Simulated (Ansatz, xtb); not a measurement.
# Two isomers of C5H3Cl

Structure I is `C#CC(Cl)C#C`, a singlet and structure II is `C#CC#CCCl`, a singlet. Both are isolated molecules in the gas phase, relaxed with r2SCAN-D4/def2-SVP.

Quicker runs give these differences E(II) − E(I): GFN2-xTB −34.0 kJ/mol; HF/STO-3G −56.2 kJ/mol (at GFN2-xTB geometries); r2SCAN-D4/def2-SVP//GFN2-xTB −72.7 kJ/mol.

Question: Estimate E(II) − E(I) at the level CCSD(T)/def2-SVP + ΔMP2/def2-TZVPP.

Answer: Calculated at CCSD(T)/def2-SVP + ΔMP2/def2-TZVPP: E(II) − E(I) = −44.0 kJ/mol, so structure II lies lower.

The same difference at several levels:

```
                             level            geometry  E(II) − E(I) (kJ/mol)  departure from the last row (kJ/mol)  job, with rough time for the two
                          GFN2-xTB            GFN2-xTB                   −34.0                                 +10.0              optimisation, 0.29 s
                         HF/STO-3G            GFN2-xTB                   −56.2                                 −12.2               single point, 0.6 s
      r2SCAN-D4/def2-SVP//GFN2-xTB            GFN2-xTB                   −72.7                                 −28.7                 single point, 3 s
                r2SCAN-D4/def2-SVP  r2SCAN-D4/def2-SVP                   −71.1                                 −27.1                optimisation, 39 s
                       HF/def2-SVP  r2SCAN-D4/def2-SVP                   −46.1                                  −2.1           part of the CCSD(T) run
                      MP2/def2-SVP  r2SCAN-D4/def2-SVP                   −51.3                                  −7.3           part of the CCSD(T) run
                  CCSD(T)/def2-SVP  r2SCAN-D4/def2-SVP                   −45.5                                  −1.6                      single point
CCSD(T)/def2-SVP + ΔMP2/def2-TZVPP  r2SCAN-D4/def2-SVP                   −44.0                                                      single point, 34 s
```

As drawn, both hold the same kinds of bond in the same numbers.

The levels shown agree on the order. The largest departure from CCSD(T)/def2-SVP + ΔMP2/def2-TZVPP is that of r2SCAN-D4/def2-SVP//GFN2-xTB, 28.7 kJ/mol. The last row adds to CCSD(T) the change of the MP2 difference between the two basis sets, here +1.6 kJ/mol.

With harmonic frequencies from r2SCAN-D4/def2-SVP (ideal gas, rigid rotor, one conformer each, 298.15 K, 1 atm): on the last row, ΔE + ΔZPE = −41.2, ΔH = −41.3, ΔG = −41.8 kJ/mol.

The correlated steps freeze 10 core orbitals. Run with Ansatz 0.2.0, xtb 6.7.1; the last row on 2 threads of Intel(R) Xeon(R) Processor @ 2.70GHz on a shared host.
